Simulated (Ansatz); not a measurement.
# CCl+ (quintet): the correlation ladder, def2-QZVPP

An exercise on one series of results from a longer session: the logs are not shown, and one member is left open.

The runs use Ansatz 0.2.0, Gaussian basis; def2-QZVPP, core rule «outside noble gas», up to 6 orbitals frozen.

To be run: UHF; ROHF; CCSD(T) on UHF.

**What is computed**

The geometry is a PBE0/def2-TZVP stationary point (not a proven minimum) of the parent state, kept for this charge and spin.

2 atoms, charge 1, spin multiplicity 5.

Atoms are counted from 1 here; the program's logs count them from 0.

Bond lengths: C1–Cl2 1.644 Å.

As a file:

```xyz
2
charge 1, multiplicity 5
C     0.0000    0.0000    0.0000
Cl    0.0000    0.0000    1.6442
```

Set-up of the first run:

in.yaml

```yaml
crystal:
  periodic: [false, false, false]
  atoms:
    - {symbol: C, position_ang: [0.000000, 0.000000, 0.000000]}
    - {symbol: Cl, position_ang: [0.000000, 0.000000, 1.644200]}
basis:
  gaussian: {orbitals: "def2-QZVPP.json"}
total_charge: 1
magnetization: {spin_polarized: true, initial_magnetization: 4}
hamiltonian: {xc: hf}
output: {orbitals: {seedname: orbitals}}
```

Run with:

```sh
$ ansatz run in.yaml --threads 1 --pin off --events-out ev --progress --plain --max-ram 2393MiB
```

Among the steps run: UHF; ROHF; CCSD(T) on UHF.

One of the session's tables, all rows but one given; the rest of the session is left out.

It belongs to the step «Misses and costs». 

```
  method  from UCCSD(T) (kJ/mol)
    ROHF                  +720.5
     UHF                  +699.4
    UMP2                  +107.6
   UCCSD                       ?
UCCSD(T)                       0
```

Estimate the missing values for UCCSD.

The run gave: from UCCSD(T) (kJ/mol): +27.2. In the column «from UCCSD(T) (kJ/mol)» it lies between UCCSD(T) (0) and UMP2 (+107.6).
